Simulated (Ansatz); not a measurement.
Cost and result for the atomization energy of C₄H₇F (`FC1CCC1`) (12 atoms, 12 bonds).

```csv
atom,x (Å),y (Å),z (Å)
F1,-1.0963,1.9570,0.0020
C2,-0.3544,0.8775,0.4231
C3,-0.9386,-0.5100,0.1734
C4,0.5005,-0.9732,-0.1385
C5,0.8657,0.5013,-0.4128
H6,-0.1044,1.0415,1.4758
H7,-1.4930,-0.9944,0.9772
H8,-1.5483,-0.4929,-0.7325
H9,1.0046,-1.3577,0.7497
H10,0.6347,-1.6844,-0.9525
H11,0.6869,0.7600,-1.4586
H12,1.8427,0.8753,-0.1063
```

Total charge 0; spin multiplicity 1. The geometry is a stationary point of PBE0-D4/def2-TZVP. Program: Ansatz. All runs use 4 threads of a server CPU on a shared host. Times are those of one run each, without the atoms' runs, and a repeat can differ threefold. Electronic energies, without spin–orbit coupling; frozen cores. CCSD(T)/CBS adds CCSD(T) − MP2 in def2-TZVPP to the MP2 limit, and its time is that of the two runs behind it. T1 = 0.010.

CCSD(T)/CBS is a level of theory with its own doubt, some kJ/mol a heavy atom from the limit and from the frozen cores, so smaller differences don't rank the functionals.

```tsv
level	functions	wall time	atomization (kJ/mol)	difference from CCSD(T)/CBS	per bond
revPBE-D4/def2-TZVPP	253	1.6 s	4869.1	10.3	0.9
PBE0-D4/def2-TZVPP	253	2 s	4913.0	54.2	4.5
BHLYP-D4/def2-TZVPP	253	2 s	4725.2	-133.6	-11.1
CCSD(T)/def2-SVP	105	2 s	4676.4	-182.4	-15.2
PBE-D4/def2-TZVPP (with forces)	253	2 s	4989.6	130.8	10.9
CAM-B3LYP-D4/def2-TZVPP	253	2.2 s	4887.5	28.7	2.4
r2SCAN-D4/def2-TZVPP (with forces)	253	3.5 s	4878.0	19.2	1.6
r2SCANh-D4/def2-TZVPP	253	3.5 s	4854.3	-4.5	-0.4
B2PLYP/def2-TZVPP	253	3.9 s	4816.2	-42.6	-3.5
ωB97X-V/def2-TZVPP	253	5.5 s	4877.8	19.0	1.6
MP2/def2-QZVPP	495	19 s	4895.6	36.8	3.1
CCSD(T)/def2-TZVPP	253	42 s	4753.0	-105.8	-8.8
CCSD(T)/CBS(def2)	–	60 s	4858.8	0.0	0.0
```

In def2-TZVPP, CCSD(T) changes the Hartree–Fock value by +1138.6 kJ/mol (the triples alone add +66.1 kJ/mol) and MP2 by +1219.1 kJ/mol; breaking electron pairs costs correlation energy, which Hartree–Fock lacks. From r2SCAN to r2SCAN0 (25 % exact exchange), in def2-TZVPP and without D4, the atomization energy moves by −58.1 kJ/mol: exact exchange takes away binding that semilocal exchange gives to molecules. At CCSD(T), def2-SVP lies −182.4 kJ/mol from the extrapolated value and def2-TZVPP −105.8 kJ/mol: correlation converges slowly with the basis, and small sets miss more of it in the bonded molecule than in its fragments.
